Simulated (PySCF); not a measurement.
Species: 1-azetine, C3H5N.
Structure used (PBE0-D3(BJ)/def2-TZVP), in Å, numbered top down from 1:
```
atom  x, y, z in Å
C1     0.7345   -0.7856   -0.4136
N2     0.2036   -1.1784    0.6824
C3    -0.5757    0.0825    0.7709
C4     0.0725    0.5483   -0.5549
H5     1.4615   -1.3357   -1.0110
H6    -1.6538   -0.0875    0.7444
H7    -0.3240    0.6682    1.6574
H8    -0.5995    0.6673   -1.4075
H9     0.7276    1.4200   -0.4923
```

Level: wB97X-D/pcSseg-2 in PySCF, non-relativistic, on one gas-phase PBE0-D3(BJ)/def2-TZVP geometry that isn't relaxed in the solvent. The solvent is an IEF-PCM continuum (van der Waals radii × 1.2). Specific hydrogen bonds and non-electrostatic terms are outside this model.

Gas phase at wB97X-D/pcSseg-2: HOMO -9.42 eV, LUMO 1.72 eV, dipole 2.47 D.

Task: What does the continuum do to the energy, the frontier levels and the dipole at wB97X-D/pcSseg-2 in chloroform?

Result: 
```csv
solvent,ε,E(solvent) − E(gas) (kJ/mol),polarisation term (kJ/mol),distortion of the solute (kJ/mol),HOMO (eV),LUMO (eV),dipole (D)
chloroform,4.711,-14.76,-17.21,2.45,-9.54,1.71,3.06
```

Polarisation term: ½ Σ q·V over the induced surface charges. Distortion: the rise of the solute's own energy as its density leaves the gas-phase optimum.

Task: Which radius a makes the point-dipole formula ΔE = −[(ε − 1)/(2ε + 1)]·μ²/a³ give the value in chloroform, with the gas-phase dipole?

Result: μ = 0.971 au and |ΔE| = 0.00562 Eh give a = 2.07 Å; the farthest nucleus lies 2.22 Å from the centroid of the nuclei, so such a sphere wouldn't even hold the nuclei. The formula assumes a rigid point dipole at the centre of a sphere.

Task: Give the dipole vector in the frame of the coordinates (D, pointing from negative to positive charge), gas and chloroform.

Result: Gas (-0.10, 1.97, -1.48), solvent (-0.10, 2.43, -1.87). Its length changes by +24 % and its direction by less than 1°.

The pairwise dispersion term of wB97X-D wasn't added to the energies; at a given geometry it leaves orbitals and properties as they are.
